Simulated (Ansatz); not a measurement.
**AlClH2N radical: functionals against CCSD(T) at one geometry**

A test off equilibrium: a structure displaced at random from a GFN2-xTB minimum is computed at several levels, and each is set against CCSD(T).

The runs use Ansatz 0.2.0, Gaussian basis; single points in def2-TZVPP.

Cores are frozen in the correlated methods. Orbitals are unrestricted.

**1. Starting geometry**

SMILES `[NH][AlH][Cl]`, 5 atoms, charge 0, spin multiplicity 2.

Atoms are counted from 1 here; the program's logs count them from 0.

Bond lengths: N1–Al2 1.753 Å, N1–H4 0.978 Å, Al2–Cl3 2.029 Å, Al2–H5 1.555 Å. Angles: Al2–N1–H4 144.3°, N1–Al2–Cl3 129.9°, N1–Al2–H5 113.4°, Cl3–Al2–H5 116.5°.

As a file:

```xyz
5
charge 0, multiplicity 2
N    -1.23240   -0.23650   -0.22150
Al    0.48510    0.06390   -0.03840
Cl    1.92430    0.29870   -1.44950
H    -2.07000   -0.37590    0.26330
H     0.92640    0.24830    1.44170
```

**2. CCSD(T)/def2-TZVPP**

Input file run/in.yaml:

```yaml
crystal:
  periodic: [false, false, false]
  atoms:
    - {symbol: N, position_ang: [-1.232400, -0.236500, -0.221500]}
    - {symbol: Al, position_ang: [0.485100, 0.063900, -0.038400]}
    - {symbol: Cl, position_ang: [1.924300, 0.298700, -1.449500]}
    - {symbol: H, position_ang: [-2.070000, -0.375900, 0.263300]}
    - {symbol: H, position_ang: [0.926400, 0.248300, 1.441700]}
basis:
  gaussian: {orbitals: def2-TZVPP}
magnetization: {spin_polarized: true, initial_magnetization: 1}
correlation: {method: ccsd_t}
scf: {omitted_lower_state_checks: [cluster_reference]}
output: {forces: true}
```

No record of the launch command was kept for these runs.

**3. PBE0-D4/def2-TZVPP**

run/in.yaml, as its differences from that of step 2:

```diff
@@ -11,4 +11,3 @@
 magnetization: {spin_polarized: true, initial_magnetization: 1}
-correlation: {method: ccsd_t}
-scf: {omitted_lower_state_checks: [cluster_reference]}
-output: {forces: true}
+hamiltonian: {xc: pbe0, dispersion: d4}
+output: {forces: true, orbitals: {seedname: orbitals}}
```

**4. wB97M-V/def2-TZVPP**

run/in.yaml, as its differences from that of step 3:

```diff
@@ -11,3 +11,3 @@
 magnetization: {spin_polarized: true, initial_magnetization: 1}
-hamiltonian: {xc: pbe0, dispersion: d4}
-output: {forces: true, orbitals: {seedname: orbitals}}
+hamiltonian: {xc: {name: wB97M-V}}
+output: {forces: true}
```

**5. r2SCAN-D4/def2-TZVPP**

run/in.yaml, as its differences from that of step 4:

```diff
@@ -11,3 +11,3 @@
 magnetization: {spin_polarized: true, initial_magnetization: 1}
-hamiltonian: {xc: {name: wB97M-V}}
+hamiltonian: {xc: r2scan, dispersion: d4}
 output: {forces: true}
```

**6. PBE-D4/def2-TZVPP**

run/in.yaml, as its differences from that of step 5:

```diff
@@ -11,3 +11,3 @@
 magnetization: {spin_polarized: true, initial_magnetization: 1}
-hamiltonian: {xc: r2scan, dispersion: d4}
+hamiltonian: {xc: pbe, dispersion: d4}
 output: {forces: true}
```

**7. B97M-V/def2-TZVPP**

run/in.yaml, as its differences from that of step 6:

```diff
@@ -11,3 +11,3 @@
 magnetization: {spin_polarized: true, initial_magnetization: 1}
-hamiltonian: {xc: pbe, dispersion: d4}
+hamiltonian: {xc: {name: B97M-V}}
 output: {forces: true}
```

**8. HSE06-D4/def2-TZVPP**

run/in.yaml, as its differences from that of step 7:

```diff
@@ -11,3 +11,3 @@
 magnetization: {spin_polarized: true, initial_magnetization: 1}
-hamiltonian: {xc: {name: B97M-V}}
+hamiltonian: {xc: hse06, dispersion: d4}
 output: {forces: true}
```

(Steps that only read results are left out.)

**Question.** What will these runs give? Wanted: energy less free atoms, CCSD(T)/def2-TZVPP; RMS force component; RMS force error; HOMO and LUMO, PBE0-D4; T1 diagnostic.

**Answer**, as computed:

| quantity | value |
| --- | --- |
| energy less free atoms, CCSD(T)/def2-TZVPP | -1313.1 kJ/mol |
| RMS force component | 0.672 to 0.843 eV/Å over the methods |
| RMS force error | PBE0-D4 0.101, wB97M-V 0.053, r2SCAN-D4 0.097, PBE-D4 0.177, B97M-V 0.139, HSE06-D4 0.100 eV/Å |
| HOMO and LUMO, PBE0-D4 | -7.61 and -3.65 eV |
| T1 diagnostic | 0.013 |

Against CCSD(T) the functionals' energies less atoms differ by -90.2 to -44.5 kJ/mol, PBE-D4 by -70.3 kJ/mol. CCSD(T) in triple zeta still lacks some correlation energy of the bonds, so part of these gaps is its own basis error and they don't rank the functionals. On forces the order runs from wB97M-V to PBE-D4. Frozen-core CCSD(T) forces in triple zeta carry basis errors of their own, and this is one geometry, so small gaps rank nothing.
